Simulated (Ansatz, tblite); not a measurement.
# The cluster Li2Cl2: a ladder of methods and basis sets

The task here is to estimate one member of a computed series from the others.

Computed with Ansatz 0.2.0, Gaussian basis. Level: as each input shows.

Plan: GFN1-xTB, GFN2-xTB, PBE-D4/def2-TZVP, r2SCAN-D4/def2-TZVP, B3LYP-D4/def2-TZVP, LC-ωPBE/def2-TZVP, PBE-QIDH/def2-TZVP, BHLYP-D4/def2-TZVP, B97M-V/def2-TZVP, PBE-D4/def2-SVP, PBE0-D4/def2-SVP, HF/6-31G, B3LYP-D4/6-31G, PBE0-D4/def2-TZVPD, PBE-D4/def2-TZVPD, r2SCAN-D4/def2-TZVPD, CCSD(T)/def2-TZVPP, MP2/def2-TZVP, RPA/def2-TZVP, CCSD(T)/def2-TZVPD.

1 further run of the same task is left out (set aside as unsound or not needed). Runs told in other sessions of the task aren't counted.

**The relaxed structure**

The geometry is that of the singlet, from an earlier relaxation (r2SCAN-D4/def2-TZVP). At that level it is the lowest of the isomers that a small search found.

4 atoms, charge 0, spin multiplicity 1.

Bond lengths: Li1–Cl3 2.199 Å, Li1–Cl4 2.199 Å, Li2–Cl3 2.199 Å, Li2–Cl4 2.199 Å. Angles: Cl3–Li1–Cl4 107.7°, Cl3–Li2–Cl4 107.7°, Li1–Cl3–Li2 72.3°, Li1–Cl4–Li2 72.3°.

Geometry (Å):

```
Li   -0.7788   -0.8693   -0.5676
Li    0.7787    0.8693    0.5676
Cl    0.8877    0.2000   -1.5243
Cl   -0.8877   -0.2000    1.5243
```

PBE0-D4/def2-TZVP was run before; its log isn't repeated, and its numbers join the tables.

Set-up of the first run:

Tight binding, by tblite at 300 K electronic temperature and without a spin-polarisation term:

```python
tblite.interface.Calculator('GFN1-xTB', numbers, positions, charge=0, uhf=0).singlepoint()
```

Tight binding, by tblite at 300 K electronic temperature and without a spin-polarisation term:

```python
tblite.interface.Calculator('GFN2-xTB', numbers, positions, charge=0, uhf=0).singlepoint()
```

start.molden holds the orbitals of an earlier run on this state, given as this run's starting guess.

The input, in.yaml:

```yaml
crystal:
  periodic: [false, false, false]
  atoms:
    - {symbol: Li, position_ang: [-0.778810, -0.869271, -0.567610]}
    - {symbol: Li, position_ang: [0.778749, 0.869314, 0.567585]}
    - {symbol: Cl, position_ang: [0.887748, 0.200007, -1.524301]}
    - {symbol: Cl, position_ang: [-0.887697, -0.200040, 1.524337]}
basis:
  gaussian: {orbitals: def2-TZVP, initial_orbitals: start.molden}
hamiltonian: {xc: pbe, dispersion: d4}
scf: {omitted_lower_state_checks: [starts]}
output: {orbitals: {seedname: orbitals}}
```

Started as:

```console
ansatz run in.yaml --threads 4 --pin off --events-out ev --progress --plain --max-ram 3916MiB
```

Steps of the session up to this table: PBE-D4/def2-TZVP; r2SCAN-D4/def2-TZVP; B3LYP-D4/def2-TZVP; LC-ωPBE/def2-TZVP; PBE-QIDH/def2-TZVP; BHLYP-D4/def2-TZVP; B97M-V/def2-TZVP; PBE-D4/def2-SVP; PBE0-D4/def2-SVP; HF/6-31G; B3LYP-D4/6-31G; PBE0-D4/def2-TZVPD; PBE-D4/def2-TZVPD; r2SCAN-D4/def2-TZVPD; CCSD(T)/def2-TZVPP; MP2/def2-TZVP; RPA/def2-TZVP; CCSD(T)/def2-TZVPD.

One table of the session follows, with a row left open; its other results are not shown here.

```
               level  HOMO (eV)  gap (eV)
            HF/6-31G     -11.44     12.03
     PBE-D4/def2-SVP      -6.29      5.06
    PBE-D4/def2-TZVP      -6.64      5.32
   PBE-D4/def2-TZVPD      -6.68      5.34
 r2SCAN-D4/def2-TZVP      -6.98      6.34
r2SCAN-D4/def2-TZVPD      -6.99      6.33
    B97M-V/def2-TZVP      -7.01      5.86
      B3LYP-D4/6-31G      -7.85      6.66
  B3LYP-D4/def2-TZVP      -7.74      6.69
    PBE0-D4/def2-SVP      -7.72      7.02
   PBE0-D4/def2-TZVP      -8.02      7.25
  PBE0-D4/def2-TZVPD      -8.03      7.24
  BHLYP-D4/def2-TZVP      -9.25      8.80
   LC-ωPBE/def2-TZVP          ?         ?
```

**Question.** Estimate the row for LC-ωPBE/def2-TZVP.

**Answer.** HOMO (eV): -10.86; gap (eV): 11.44. In the column «HOMO (eV)» it lies between HF/6-31G (-11.44) and BHLYP-D4/def2-TZVP (-9.25).
